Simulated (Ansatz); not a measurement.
## Worked example: correlation energy of H$_{3}$Ge–CH, triplet

Geometry: that of the H3Ge–CH, singlet, kept fixed.

```tsv
atom	x (Å)	y (Å)	z (Å)
Ge	0.0000	0.0143	0.2743
C	0.0000	-0.1487	-1.6818
H	0.0000	1.4061	0.9431
H	1.2475	-0.7687	0.7247
H	-1.2475	-0.7687	0.7247
H	0.0000	0.8692	-2.1231
```

Basis cc-pVDZ; Ansatz 0.2.0. Only valence electrons are correlated (noble-gas cores and the filled d shells of p-block atoms frozen), which leaves 12 electrons in 46 orbitals. R marks a restricted (for open shells ROHF) determinant, U an unrestricted one. No spin–orbit coupling is included, and no scalar relativity.

Full CI isn't at hand for all of this; UCCSDT(Q) serves as the reference, and is uncertain by about the last step of the cluster series.

Runs differ by some tens of microhartree through their thresholds and, for an open shell, their frozen cores, so steps under 0.03 kcal/mol mean nothing.

| level | total energy (hartree) |
| --- | --- |
| UHF | -2115.408392 |
| UMP2 | -2115.595312 |
| UCCSD | -2115.636684 |
| UCCSD(T) | -2115.641775 |
| UCCSDT | -2115.642826 |
| UCCSDT(Q) | -2115.643072 |

Question: What is the correlation energy at UCCSDT(Q), and what share of it do UMP2 and UCCSDT recover?

Answer: E(corr) = -2115.643072 − (-2115.408392) = -0.234680 hartree = -6.386 eV. UMP2: -0.186920 / -0.234680 = 79.65 %. UCCSDT: -0.234434 / -0.234680 = 99.90 %.

Question: By how many kcal/mol does UCCSD(T) miss UCCSDT(Q) (1 hartree = 627.509 kcal/mol), and which steps make up the rest?

Answer: -2115.641775 − (-2115.643072) = 0.001297 hartree = 0.81 kcal/mol. Steps: UCCSDT − UCCSD(T) = -0.66, UCCSDT(Q) − UCCSDT = -0.15 kcal/mol. Differences between like states or geometries often cancel part of this.
